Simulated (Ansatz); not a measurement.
## C4H8O2 (1,3-dioxane): the vertical ionisation energy from total energies

C4H8O2 has 14 atoms, charge 0, and is taken as a singlet. As SMILES, `C1COCOC1`. Geometry: relaxed at PBE0-D4/def2-TZVP. This is one conformer, not always the lowest.

| atom | x (Å) | y (Å) | z (Å) |
| --- | --- | --- | --- |
| C | -1.1142 | 0.2828 | -0.3762 |
| C | 0.0096 | 1.2802 | -0.1619 |
| O | 1.2404 | 0.7354 | -0.5952 |
| C | 1.5077 | -0.4663 | 0.0590 |
| O | 0.5492 | -1.4478 | -0.1895 |
| C | -0.7232 | -1.0345 | 0.2683 |
| H | -1.2675 | 0.1321 | -1.4482 |
| H | -2.0476 | 0.6582 | 0.0536 |
| H | -0.1442 | 2.1994 | -0.7287 |
| H | 0.0811 | 1.5440 | 0.9059 |
| H | 1.5729 | -0.2845 | 1.1487 |
| H | 2.4582 | -0.8380 | -0.3217 |
| H | -1.4215 | -1.8352 | 0.0211 |
| H | -0.7008 | -0.9259 | 1.3649 |

Both states at this one shape; open shells run unrestricted unless said. 1 Eh = 27.2114 eV.

```tsv
level	program	singlet C4H8O2 (Eh)	doublet [C4H8O2]+ (Eh)	HOMO of the first (eV)
HF/STO-3G	Ansatz	-301.988465	-301.745636	-9.05
HF/3-21G	Ansatz	-304.135799	-303.803991	-11.34
HF/6-31G* (spherical functions)	Ansatz	-305.831422	-305.497184	-11.53
B3LYP/6-31G* (Cartesian functions)	Ansatz	-307.665525	-307.314015	-7.08
```

Problem. Work out the vertical ionisation energy at each level.

Solution. 
1. HF/STO-3G: -301.745636 − (-301.988465) = 0.242829 Eh = 6.61 eV; −ε(HOMO) = 9.05 eV.
2. HF/3-21G: -303.803991 − (-304.135799) = 0.331808 Eh = 9.03 eV; −ε(HOMO) = 11.34 eV.
3. HF/6-31G* (spherical functions): -305.497184 − (-305.831422) = 0.334238 Eh = 9.10 eV; −ε(HOMO) = 11.53 eV.
4. B3LYP/6-31G* (Cartesian functions): -307.314015 − (-307.665525) = 0.351510 Eh = 9.57 eV; −ε(HOMO) = 7.08 eV.

No measured value is set beside it here; the levels span 6.61 to 9.57 eV. In Hartree–Fock, −ε(HOMO) (Koopmans) exceeds the difference of totals by the orbital relaxation of the ion. Hartree–Fock favours the state with fewer electron pairs, since it lacks pair correlation. Minimal sets are far from the basis-set limit.
